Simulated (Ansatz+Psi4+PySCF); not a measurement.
```xyz
2

Li    0.0000    0.0000    1.3865
Li    0.0000    0.0000   -1.3865
```

Basis set: cc-pCVTZ (spherical functions). All electrons are correlated. Charge 0, multiplicity 1.

Computed with Ansatz (development build ahead of 0.2.0) and Psi4 1.11; each method stands on the lowest determinant of its kind that the runs found. Restricted open shells among the atoms or ions are ROHF, correlated in semicanonical orbitals with singles.

The vertical ionization energy (product with multiplicity 2 at the same shape, open shells in the same class of orbitals) of singlet Li2:

```json
{"method": "RHF-CCSD(T)", "ionization energy": "5.19 eV"}
{"method": "RHF-CCSD", "ionization energy": "5.17 eV"}
{"method": "RHF-MP2", "ionization energy": "4.91 eV"}
```

Q: What does RHF give?

A: 4.31 eV. Caution: unrestricted orbitals would lower the determinant.
